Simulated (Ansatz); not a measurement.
```yaml
crystal:
  periodic: [false, false, false]
  atoms:
    - {symbol: Nb, position_ang: [0.000000, 0.000000, 0.000000]}
    - {symbol: H, position_ang: [0.000000, 0.000000, 1.760000]}
basis:
  gaussian: {orbitals: def2-TZVP}
total_charge: 1
magnetization: {spin_polarized: true, initial_magnetization: 1}
hamiltonian: {xc: pbe0}
relax: {f_tol: 0.004, max_steps: 80}
```

```sh
$ ansatz run in.yaml --threads 1 --pin off --events-out ev --progress --plain --max-ram 2176MiB
```

Steps of the relaxation (energy above the last step; positions in Å, forces in eV/Å):

```
2
step 1, 5.2 meV
Nb    0.000    0.000    0.000    0.000    0.000    0.357
H     0.000    0.000    1.760    0.000    0.000   -0.357
```

```
2
step 2, 2.7 meV
Nb    0.000    0.000    0.026    0.000    0.000   -0.125
H     0.000    0.000    1.734    0.000    0.000    0.125
```

```
2
step 3, 0.5 meV
Nb    0.000    0.000    0.019    0.000    0.000   -0.116
H     0.000    0.000    1.741    0.000    0.000    0.116
```

```
2
step 5, 0.0 meV
Nb    0.000    0.000    0.014    0.000    0.000   -0.001
H     0.000    0.000    1.746    0.000    0.000    0.001
```

Close pairs at the end: Nb1–H2 1.731 Å.

A stationary point of unrestricted PBE0 after 5 steps, with ⟨S²⟩ = 1.754 against 0.75 for a pure state. 2.6 min on 1 thread of Arm Neoverse N1, shared host.
